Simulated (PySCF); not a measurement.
Species: C₃H₄Cl (doublet state).
Z-matrix (Å and degrees, GFN2-xTB geometry), rows numbered from 1:
```
C 
C   1  1.3648
C   2  1.3801  1  123.58
Cl  3  1.6996  2  121.98  1   179.96
H   1  1.0738  2  121.26  3  -179.98
H   1  1.0755  2  121.18  3     0.01
H   2  1.0821  1  118.99  3   179.99
H   3  1.0774  2  122.81  1    -0.03
```

The hyperfine couplings belong to this conformer and change with its torsions.

As a line formula: `C=C[CH]Cl` [radical].

Method: UKS B3LYP, pcH-1 on C Cl H, non-relativistic, mean-field spin-orbit, GIAO in PySCF 2.14.0. One conformer (not necessarily the lowest) at the GFN2-xTB geometry, without solvent, vibrations or thermal averaging. Couplings are sensitive to structure, and on GFN2-xTB geometries they can be far from those on DFT ones. The SCF solution wasn't tested for stability. ⟨S²⟩ is 0.776 where a pure state has 0.75.

(1) Predict the first-order ENDOR lines of H8, H5, H6, H7 and Cl4 under fast tumbling at B = 1211.3 mT (Q band).

(2) Which pairs are centred on the nuclear Larmor frequency, and which on half the coupling?

(3) At what field would the lower line of Cl4 fall to zero frequency?

## Answers

(1) For S = 1/2 in fast tumbling each set of equivalent nuclei gives two lines, ν± = |νn ± a/2| to first order, with νn = g_N μN B/h and μN/h = 7.62259 MHz/T.

```tsv
nuclei	isotope	g_N	νn (MHz)	a_iso (MHz)	lower line (MHz)	upper line (MHz)
H8	1H	5.5857	51.57	-43.16	29.99	73.15
H5	1H	5.5857	51.57	-40.16	31.49	71.66
H6	1H	5.5857	51.57	-37.64	32.76	70.39
H7	1H	5.5857	51.57	12.22	45.46	57.69
Cl4	35Cl	0.5479	5.06	4.24	2.94	7.18
```

(2) Centred on νn, since |a| < 2νn: H8, H5, H6, H7 and Cl4. No pair has |a| > 2νn.

(3) Where νn = |a|/2, that is B = 2.12 MHz/(0.5479 × 7.62259 MHz/T) = 508 mT, as far as first order holds there.

Main isotope only: 35Cl (natural samples also hold 24 % 37Cl, magnetic too, which adds its own pattern).

Largest spin populations (Mulliken): C1 (+0.63), C3 (+0.63), C2 (-0.25) and Cl4 (+0.07). The positive populations add up to 1.33 and the negative ones to -0.33, together 2S = 1. The angles at C1 add up to 360.0°, so it is planar.
